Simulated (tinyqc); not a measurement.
Inside a calculation. Method: extended Hueckel theory, for BH. Computed by tinyqc, a small Python program that keeps every step (integrals from PySCF). Settings: charge = 0, K = 1.5, multiplicity = 1. Command: `OMP_NUM_THREADS=1 python tinyqc.py 22383 22384 out.jsonl` (the two numbers bound the seeds that draw the settings). One thread of a shared host (Intel(R) Xeon(R) Processor @ 2.60GHz), about 0.01 s of CPU time with the checks.

## Overlaps

Geometry (angstrom):

| atom | x | y | z |
|---|---|---|---|
| B | 0.000000 | 0.000000 | 0.000000 |
| H | 0.000000 | 0.000000 | 1.221000 |

Parameters chosen for this run:

| element | shell | Slater exponent | H_ii (eV) |
|---|---|---|---|
| H | 1s | 1.300000 | -13.600000 |
| B | 2s | 1.300000 | -15.200000 |
| B | 2p | 1.300000 | -8.500000 |

Slater orbitals, each expanded in six Gaussians scaled to its exponent.

overlap S:
```
           1B 2s    1B 2px    1B 2py    1B 2pz     2H 1s
1B 2s   1.000000  0.000000  0.000000  0.000000  0.474365
1B 2px  0.000000  1.000000  0.000000  0.000000  0.000000
1B 2py  0.000000  0.000000  1.000000  0.000000  0.000000
1B 2pz  0.000000  0.000000  0.000000  1.000000  0.522825
2H 1s   0.474365  0.000000  0.000000  0.522825  1.000000
```

## Wolfsberg-Helmholz matrix

diagonal H_ii (eV): 1B 2s -15.200000, 1B 2px -8.500000, 1B 2py -8.500000, 1B 2pz -8.500000, 2H 1s -13.600000

K = 1.500000

H_ij = K' S_ij (H_ii + H_jj)/2 for i != j (the diagonal keeps H_ii), with K' = 1.5.

H (eV):
```
             1B 2s     1B 2px     1B 2py     1B 2pz       2H 1s
1B 2s   -15.200000   0.000000   0.000000   0.000000  -10.246285
1B 2px    0.000000  -8.500000   0.000000   0.000000    0.000000
1B 2py    0.000000   0.000000  -8.500000   0.000000    0.000000
1B 2pz    0.000000   0.000000   0.000000  -8.500000   -8.665828
2H 1s   -10.246285   0.000000   0.000000  -8.665828  -13.600000
```

## Orbitals

valence electrons = 4

Solve H C = S C e through S^(-1/2); fill by pairs from the bottom, a degenerate level sharing its electrons equally; each orbital has its largest coefficient positive (the first on a tie).

orbital energies (eV): -16.809677  -10.994443  -8.500000  -8.500000  2.984983

occupations: 2.000000  2.000000  0.000000  0.000000  0.000000

coefficients:
```
              MO1        MO2       MO3        MO4        MO5
1B 2s    0.679438   0.606737  0.000000   0.000000  -0.786648
1B 2px   0.000000   0.000000  0.986133  -0.165955   0.000000
1B 2py   0.000000   0.000000  0.165955   0.986133   0.000000
1B 2pz  -0.007106  -0.593251  0.000000   0.000000  -1.092207
2H 1s    0.481295  -0.507198  0.000000   0.000000   1.226621
```

sum of one-electron energies = -55.608240 eV

Within a degenerate level the vectors are fixed only up to a rotation; this is one choice.

## Mulliken analysis

P = C n C^T; charge = valence electrons (H 1, B 3) minus the sum of (P S)_ii on the atom; overlap population = 2 sum P_ij S_ij between two atoms.

charges: 1B 0.307132, 2H -0.307132

Overlap populations:

| pair | value |
|---|---|
| 2-1 | 0.658683 |
